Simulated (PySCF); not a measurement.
2-propanamine, C₃H₉N.
Structure used (GFN2-xTB), in Å, numbered top down from 1:
```
atom  x, y, z in Å
C1     1.314   -0.460    0.014
C2    -0.137   -0.128   -0.323
C3    -0.468    1.311    0.065
N4    -1.004   -1.023    0.434
H5     1.466   -0.374    1.086
H6     1.988    0.222   -0.498
H7     1.554   -1.477   -0.288
H8    -0.275   -0.236   -1.417
H9     0.204    2.004   -0.436
H10   -1.490    1.557   -0.213
H11   -0.364    1.430    1.140
H12   -1.979   -0.835    0.226
H13   -0.813   -1.989    0.192
```

The calculation used PBE0/pcSseg-1 in PySCF (dipole) on a GFN2-xTB geometry, gas phase.

Take the most abundant isotopes and a rigid rotor. The values belong to one conformer with, in the numbering `[CH3:1][CH:2]([CH3:3])[NH2:4]`, C1–C2–N4–H -179° and -60°.

(1) Give the principal moments of inertia and the rotational constants in MHz.

(2) Classify the top.

(3) What does the inertial defect say?

(4) Which lines would a microwave search look for?

## Answers

(1) Ia = 60.02, Ib = 62.86, Ic = 107.32 u·Å²; 505379 MHz·u·Å²/I gives A = 8421, B = 8040, C = 4709 MHz.

(2) An asymmetric top. Ray's parameter κ = (2B − A − C)/(A − C) = 0.795; −1 is the prolate and +1 the oblate limit.

(3) Not planar: Δ = Ic − Ia − Ib = -15.55 u·Å². For a rigid frame Δ = −2 Σ m c², so Σ m c² = 7.78 u·Å² lies off the ab plane: 5.40 from hydrogen and 2.38 from heavier atoms. The atom farthest from that plane is 1.49 Å away.

(4) The dipole components are |μa| = 0.00 D, |μb| = 0.24 D, |μc| = 1.29 D; the mirror of this Cs structure is the bc plane, so μa vanishes by symmetry and there are no a-type lines. The squared components, which scale the intensities, stand as 0.03 : 1.00 (b : c). Some lines, for components of 0.1 D or more:

```csv
type,branch,"J(Ka,Kc)",MHz,lower level (cm⁻¹)
c,Q,"1(1,1) ← 1(0,1)",381,0.425
c,Q,"2(2,1) ← 2(1,1)",1143,1.511
b,Q,"1(1,0) ← 1(0,1)",3712,0.425
b,Q,"3(2,1) ← 3(1,2)",9593,2.819
b,Q,"3(1,2) ← 3(0,3)",17473,2.237
b,R,"2(2,0) ← 1(1,1)",36282,0.438
c,R,"3(1,2) ← 2(0,2)",49259,1.176
c,R,"3(2,2) ← 2(1,2)",49381,1.177
c,R,"3(3,0) ← 2(2,0)",49503,1.648
b,R,"3(3,0) ← 2(2,1)",52483,1.549
b,R,"3(2,1) ← 2(1,2)",58821,1.177
```

No frequency check. Zero-point vibration and centrifugal distortion are left out. A rigid rotor knows nothing of inversion at nitrogen or internal rotation, which can split or shift real lines. Quadrupole hyperfine structure (14N) is left out.
